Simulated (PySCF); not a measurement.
System (SMILES): C=C=O.
Geometry (B3LYP-D3(BJ)/def2-TZVP, fixed):
```xyz
5

C      0.0091     0.0017    -1.2056
C     -0.0008    -0.0001     0.1027
H      0.0282     0.9401    -1.7377
H     -0.0018    -0.9351    -1.7406
O     -0.0096    -0.0018     1.2620
```
Charge 0, spin multiplicity 1.

Basis-set convergence of the isotropic shielding of C1 at PBE with PySCF. GIAO, no density fitting; atoms are numbered in the order shown. All functions are spherical. No added dispersion term, no relativity. Reference: the value in pcseg-3, 186.02 ppm, itself unsure by roughly 1.07 ppm (its distance from pcSseg-2). Deviations are taken from unrounded values.

| basis | functions | isotropic shielding of C1 (ppm) |
|---|---|---|
| 6-31G* | 46 | 191.84 |
| 6-31+G* | 58 | 195.93 |
| cc-pVDZ | 52 | 195.60 |
| aug-cc-pVDZ | 87 | 196.44 |
| def2-SVP | 52 | 194.87 |
| def2-SVPD | 79 | 196.94 |
| pcseg-1 | 52 | 193.57 |
| aug-pcseg-1 | 87 | 195.80 |
| 6-311G** | 66 | 187.76 |
| 6-311+G** | 78 | 187.95 |
| def2-TZVP | 105 | 189.37 |
| def2-TZVPD | 132 | 188.95 |
| cc-pVTZ | 118 | 188.75 |
| aug-cc-pVTZ | 184 | 189.43 |
| pcseg-2 | 118 | 187.28 |
| aug-pcseg-2 | 184 | 187.22 |
| def2-TZVPP | 121 | 189.28 |
| def2-TZVPPD | 148 | 188.77 |
| def2-QZVPP | 231 | 186.54 |
| def2-QZVPPD | 258 | 186.35 |

What the diffuse functions change, pair by pair:
- 6-31G* to 6-31+G*: 12 more functions, deviation 5.82 to 9.91 ppm
- cc-pVDZ to aug-cc-pVDZ: 35 more functions, deviation 9.58 to 10.42 ppm
- def2-SVP to def2-SVPD: 27 more functions, deviation 8.85 to 10.92 ppm
- pcseg-1 to aug-pcseg-1: 35 more functions, deviation 7.56 to 9.78 ppm
- 6-311G** to 6-311+G**: 12 more functions, deviation 1.74 to 1.93 ppm
- def2-TZVP to def2-TZVPD: 27 more functions, deviation 3.35 to 2.93 ppm
- cc-pVTZ to aug-cc-pVTZ: 66 more functions, deviation 2.73 to 3.41 ppm
- pcseg-2 to aug-pcseg-2: 66 more functions, deviation 1.26 to 1.20 ppm
- def2-TZVPP to def2-TZVPPD: 27 more functions, deviation 3.26 to 2.75 ppm
- def2-QZVPP to def2-QZVPPD: 27 more functions, deviation 0.52 to 0.33 ppm

They bring the value nearer the reference by more than 1.07 ppm in 0 of 10 pairs.
